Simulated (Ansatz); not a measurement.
# Ligand exchange through a proton shuttle

Start structure (SiH₈O₂, singlet), relaxed at PBE0-D4/def2-TZVP:

```
11
angstrom
Si -1.0581 0.0351 -1.4726
H -1.2466 -0.4417 -0.0756
H -2.1907 -0.5249 -2.2645
H -1.1187 1.5109 -1.5411
H 0.2007 -0.5042 -2.0392
H 1.1861 0.4844 0.8944
O 1.1842 1.1379 0.1764
H -0.0719 -1.2150 1.5823
O 0.7020 -0.9090 2.0659
H 2.0391 1.0548 -0.2502
H 0.3742 -0.6284 2.9240
```

The step: SiH₄ + H₂O + H₂O → SiH₄O ([OH][SiH3]) + H₂O + H₂; bonds formed: Si1–O7, H2–H8, H6–O9; bonds broken: Si1–H2, H6–O7, H8–O9. Computed with Ansatz 0.2.0 (basis: def2-TZVPP and def2-QZVPP); correlated methods freeze the cores. Extrapolation: Hartree–Fock as exp(−7.88 √X), correlation as X^−2.97. Energies below are by CCSD(T) at an estimated basis limit (MP2 extrapolated from triple and quadruple zeta, plus CCSD(T) − MP2 in triple zeta).

Problem. What are the electronic barrier and the energy of the step, from the start structure to the end structure? (To be estimated.)

Solution. The calculation gives: Barrier 36.38 kcal/mol; step energy -12.49 kcal/mol (downhill); reverse barrier, their difference, 48.87 kcal/mol. Barrier and step energy count from the start structure, the reverse barrier from the end structure.

The saddle point: One imaginary mode of 1192i cm⁻¹.
| pair | start (Å) | saddle (Å) | end (Å) |
| --- | --- | --- | --- |
| Si1–O7 | 2.99 | 1.79 | 1.66 |
| H2–H8 | 2.17 | 1.15 | 0.75 |
| H6–O9 | 1.88 | 1.18 | 0.97 |
| Si1–H2 | 1.49 | 1.71 | 3.75 |
| H6–O7 | 0.97 | 1.22 | 1.93 |
| H8–O9 | 0.96 | 1.11 | 2.51 |

Zero-point energy (harmonic, PBE0-D4): ZPE is 50.15 kcal/mol at the start and 48.72 kcal/mol at the saddle, so the barrier goes from 36.38 to 34.95 kcal/mol.

T1 diagnostic: at most 0.012.

Labels in which every atom is bracketed show which atoms are joined, not bond orders.

For scale, one of the runs: CCSD(T)/def2-TZVPP, 216 basis functions, launched by `ansatz run in.yaml --threads 4 --pin off --events-out ev --progress --plain --max-ram 9574MiB`. Hardware: 4 CPU threads of an AMD EPYC, shared host. Wall time 94 s; peak host memory 3.2 GiB.
